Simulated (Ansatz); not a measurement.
C3H5F2 (`[CH2]CC(F)F`) radical, 10 atoms. Charge 0, multiplicity 2. All runs use 4 threads of an AMD EPYC 7B13 on a shared host. Correlated methods freeze the cores. Open-shell runs search over several starts.

Q: How many basis functions does each run have, and how long does it take in Ansatz? UKS revPBE-D4/def2-TZVPP energy; UHF-CCSD(T)/def2-SVP energy; UKS r2SCANh-D4/def2-TZVPP energy; UHF-CCSD(T)/def2-TZVPP energy; direct RPA on PBE orbitals/def2-TZVPP energy; UKS PBE0-D4/def2-TZVP relaxation (7 steps); UKS ωB97M-V/def2-SVP energy; UKS PBE0-D4/def2-SVP energy; UKS r2SCAN-D4/def2-TZVPP energy and forces; UKS ωB97M-V/def2-QZVPP energy; UKS B3LYP-D4/def2-TZVPP energy and forces; UHF-MP2/def2-QZVPP energy. (Best estimate.)

A: Computed: Other jobs shared the machine, so times are rough.

| level | job | functions | wall time | peak host memory (GiB) |
| --- | --- | --- | --- | --- |
| UKS PBE0-D4/def2-SVP | energy | 95 | 1.2 s | 0.25 |
| UKS revPBE-D4/def2-TZVPP | energy | 225 | 2.1 s | 0.31 |
| UKS B3LYP-D4/def2-TZVPP | energy and forces | 225 | 3.5 s | 0.6 |
| UKS ωB97M-V/def2-SVP | energy | 95 | 3.7 s | 0.42 |
| UKS r2SCAN-D4/def2-TZVPP | energy and forces | 225 | 4.5 s | 0.37 |
| UKS r2SCANh-D4/def2-TZVPP | energy | 225 | 4.6 s | 0.66 |
| direct RPA on PBE orbitals/def2-TZVPP | energy | 225 | 4.9 s | 0.61 |
| UHF-CCSD(T)/def2-SVP | energy | 95 | 12 s | 0.91 |
| UKS ωB97M-V/def2-QZVPP | energy | 435 | 18 s | 2.1 |
| UHF-MP2/def2-QZVPP | energy | 435 | 20 s | 2.6 |
| UKS PBE0-D4/def2-TZVP | relaxation (7 steps) | 185 | 22 s | 0.5 |
| UHF-CCSD(T)/def2-TZVPP | energy | 225 | 11 min | 5.1 |

B3LYP here is the variant with VWN-RPA as its local correlation; programs differ in this.
